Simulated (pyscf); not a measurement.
# Routes from [HS–Ga–Cl]• (SMILES [SH][Ga][Cl]) + HCl (SMILES Cl)

Candidate steps break at most two bonds and form at most two. Each was searched with GFN2-xTB (tblite) first. PySCF, gas phase, ωB97X-D3(BJ)/def2-SVP geometries. Energies: ωB97M-D3(BJ)/def2-TZVP, kcal/mol, from the separated reactants, doublet surface; ΔG‡ with ideal gas, 1 atm, RRHO with modes under 100 cm⁻¹ raised to 100, one conformer, R ln 2 for chiral ones without a mode under 150 cm⁻¹.

```
products                           type   ΔE‡    ΔE  ΔG‡ 298 K  ΔG‡ 900 K  ν‡ (cm⁻¹)
-----------------  --------------------  ----  ----  ---------  ---------  ---------
H₂S + [Cl–Ga–Cl]•  four-centre exchange   1.6  -6.4       10.7       31.9       724i
HS–Ga(Cl)–Cl + H•         atom transfer  20.5  +6.6       26.7       44.5      1104i
```

Row 1: On the reactant side the descent ends in a complex, 5.9 kcal/mol under the separated species and 5.9 kcal/mol under the saddle at ωB97X-D3(BJ)/def2-TZVP. On the product side the descent ends in an adduct with a Ga–S contact, 13.1 kcal/mol under the separated species and 18.5 kcal/mol under the saddle at ωB97X-D3(BJ)/def2-TZVP. Row 2: On the reactant side the descent ends in a complex (not fully relaxed), 5.8 kcal/mol under the separated species and 23.9 kcal/mol under the saddle at ωB97X-D3(BJ)/def2-TZVP. 

Plain bond fissions and candidates not yet searched are not listed, and one of them may be faster. Each barrier is that of the saddle found; lower ones may exist. Elements up to Kr have no core potential and no relativistic terms here.
